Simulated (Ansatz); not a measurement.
Geometry optimisation, RKS BLYP/def2-SVP in Ansatz.

Input file:

```yaml
crystal:
  periodic: [false, false, false]
  atoms:
    - { symbol: "N", position_ang: [-0.3627, 0.8406, -0.9386] }
    - { symbol: C, position_ang: [0.1523, -0.2197, -0.2166] }
    - { symbol: F, position_ang: [-0.78477, -0.95157, 0.46282] }
    - { symbol: C, position_ang: [1.43091, -0.18981, 0.30861] }
    - { symbol: C, position_ang: [1.29832, -0.88421, -0.6985] }
    - { symbol: H, position_ang: [-1.0259, 0.5268, -1.6715] }
    - { symbol: H, position_ang: [0.3638, 1.3566, -1.4528] }
    - { symbol: H, position_ang: [2.0574, 0.25305, 1.07294] }
    - { symbol: H, position_ang: [1.77812, -1.54516, -1.44717] }
basis:
  gaussian: { orbitals: def2-SVP }
hamiltonian:
  xc: blyp
relax:
  f_tol: 0.015
  max_steps: 40
```

Command:

```bash
$ ansatz run input.yaml --threads 1 --pin off --max-ram 2048MiB --backend cpu --events-out ev --progress --plain --runs-dir out
```

Problem. Where does it end, and by what steps?

Solution. The forces met the threshold. After 7 steps the energy has fallen by 0.860 eV; H6 moved furthest, 0.20 Å.

```
step  energy less start (eV)  largest force component (eV/Å)  accepted
   0                  0.0000                           6.878       yes
   1                 -0.7498                           1.644       yes
   2                 -0.8519                           0.235       yes
   3                 -0.8567                           0.093       yes
   4                 -0.8583                           0.083       yes
   5                 -0.8590                           0.040       yes
   6                 -0.8594                           0.023       yes
   7                 -0.8596                           0.013       yes
```

```xyz
9
Properties=species:S:1:pos:R:3
N -0.429 0.916 -0.948
C 0.177 -0.215 -0.292
F -0.856 -0.931 0.325
C 1.506 -0.174 0.354
C 1.394 -0.977 -0.699
H -1.183 0.599 -1.573
H 0.263 1.415 -1.517
H 2.146 0.243 1.143
H 1.888 -1.689 -1.374
```

Time of the run: 27 s on 1 thread of Intel(R) Xeon(R) Platinum 8259CL CPU @ 2.50GHz (Skylake/Cascade Lake) (shared host), peak memory 0.26 GiB.
